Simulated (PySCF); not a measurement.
H₃Si, SMILES [SiH3] (connectivity only; charge and spin as stated), charge +1, multiplicity 1.

Coordinates come from a B3LYP-D3(BJ)/def2-TZVPD optimisation. The spin state was assumed, not searched. The isomer is the one that the SMILES or the coordinates give; other isomers of the formula were not compared.

The numbers are results of B3LYP-D3(BJ)/def2-TZVPD (PySCF 2.14.0), not measurements.

Frequencies are harmonic and unscaled.

Modes within 1.5 cm⁻¹ of each other (mostly degenerate sets) share a row, with their intensities summed.

Computed normal modes with their intensities:
```tsv
mode	ν (cm⁻¹)	IR (km/mol)	moving atoms (share of kinetic energy)
1	840	66.7	H 90 %, Si 10 %
2–3	945	123.2	H 95 %
4	2270	0.0	H 100 %
5–6	2350	0.3	H 95 %
```
